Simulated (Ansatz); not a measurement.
```xyz
7

Al    0.876    0.638    0.130
S    -1.458   -0.330   -0.068
H     0.705    1.690   -1.057
H     0.706    1.133    1.637
H     1.715   -0.692   -0.145
H    -1.272   -1.414    0.705
H    -1.272   -1.026   -1.202
```

Total charge 0; spin multiplicity 1.

**Question.** List the PBE/def2-TZVPP orbital energies in eV (Ansatz). (An estimate is asked.)

**Answer.** The calculation gave: Occupied: -2397.65, -1505.67, -210.60, -156.75, -156.66, -156.52, -105.96, -68.05, -67.85, -67.85, -20.09, -12.41, -10.92, -9.73, -7.78, -6.62, -6.55. Lowest empty: -1.66, -1.20, -0.44, 0.92, 1.02, 1.36, 2.84, 3.10.
